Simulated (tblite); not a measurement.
Compound: C3H4Cl2 (charge +1 and doublet state).
Atom-mapped SMILES: `[CH2+:1][C:2]([Cl:3])[CH2:4][Cl:5]` (hydrogens: H6, H7 on C1; H8, H9 on C4)

Cartesian coordinates in Å at the GFN2-xTB level; atoms count from 1:
```
atom  x, y, z in Å
C1     1.3339    0.2616    0.3587
C2     0.1028    0.5375   -0.1289
Cl3   -0.2635    2.1060   -0.6969
C4    -1.0223   -0.4427   -0.1592
Cl5   -0.5042   -2.1268   -0.3854
H6     2.1212    0.9995    0.3659
H7     1.5662   -0.7114    0.7653
H8    -1.5674   -0.4095    0.7968
H9    -1.7531   -0.2081   -0.9415
```

All values are computed: GFN2-xTB (tblite) harmonic vibrations without scaling, gas phase. This tight-binding method is rough: wavenumbers can miss measured ones by several per cent, in bad cases by 10 to 20. One conformer, not necessarily the lowest. Open shells enter through the occupations alone, without spin polarisation, and single modes of such species can be off by tens of per cent.

Harmonic wavenumbers (cm⁻¹): 37.0, 181.3, 288.0, 370.9, 435.3, 511.6, 677.1, 724.8, 761.0, 904.9, 914.4, 1028.9, 1079.7, 1196.4, 1299.1, 1318.6, 1493.5, 2851.2, 2920.4, 3077.1, 3116.8.

A = 7931, B = 1521, C = 1316 MHz; mass 109.969 u (most abundant isotopes); point group C1, symmetry number 1; spin multiplicity 2.

Question: What is the zero-point energy?

Answer: ½Σν̃ = 12594 cm⁻¹ = 150.66 kJ/mol.

Question: Give the ideal-gas entropy at 350 K and 1 bar in the rigid-rotor, harmonic-oscillator model (classical rotation).

Answer: Translation 170.81, rotation 116.67, vibration 65.35, spin (R ln 2) 5.76: S = 358.6 J/(mol K).

Question: And Cp and H(350 K) − H(0)?

Answer: Cp = 103.04 J/(mol K), of which vibrations give 69.79 (their classical limit is 21 R = 174.6); H(350 K) − H(0) = 23.51 kJ/mol without the zero-point energy, 11.87 from vibrations.

Question: Blend soft modes into free rotors: weight 1/[1 + (100 cm⁻¹/ν̃)⁴] for the oscillator and the rest for a rotor with moment μB/(μ + B), μ = h/(8π²ν), B = 10⁻⁴⁴ kg m². What vibrational entropy results?

Answer: 58.21 J/(mol K) in place of 65.35, which changes −T·S at 350 K by +2.50 kJ/mol.

Question: Which modes carry the vibrational entropy at 350 K?

Answer: 37.0 cm⁻¹: 23.98; 181.3 cm⁻¹: 10.95; 288.0 cm⁻¹: 7.38; 370.9 cm⁻¹: 5.57; 435.3 cm⁻¹: 4.50; 511.6 cm⁻¹: 3.51 J/(mol K); the other 15 give 9.46 together.

Question: How do the functions run with temperature in this model?

Answer: 
```csv
T (K),S (J/(mol K)),Cp (J/(mol K)),H − H(0) (kJ/mol),G − H(0) (kJ/mol),ln q(vib)
100,268.7,50.7,4.22,-22.65,0.98
200,310.2,71.9,10.33,-51.71,2.07
300,343.5,93.3,18.60,-84.44,3.20
500,399.5,126.5,40.84,-158.93,5.53
800,465.8,154.8,83.47,-289.18,8.90
1000,501.7,166.5,115.66,-386.02,10.96
```

q(vib) and H(0) count from the zero-point level.

Hindered rotation and anharmonicity are outside this model. Other conformers, if any are populated, would add a mixing term that is left out. The structure is chiral; the term R ln 2 for an equal mix with its mirror image is left out.
